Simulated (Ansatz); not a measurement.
**How the zone-centre TO phonon frequency of zinc-blende CuCl moves with the method**

No measured value is used here.

| level (code) | value (cm⁻¹) | cell (Å³/atom) |
|---|---|---|
| LDA (Ansatz) | ___ | 17.65 |
| PBE (Ansatz) | 132 | 19.95 |
| B3LYP (VWN-RPA form) (Ansatz) | 124 | 21.33 |
| HSE06 (Ansatz) | 146 | 20.21 |
| PBE0 (Ansatz) | 147 | 20.14 |

Task: What belongs in the gaps?

Result: 
- LDA (Ansatz, a quantum-chemistry and plane-wave program), value (cm⁻¹): 190

Each level is taken at its own relaxed cell. K meshes differ between the levels. Ansatz's density-functional and Hartree–Fock values are scalar-relativistic unless marked +SOC, with PAW data made under PBE.
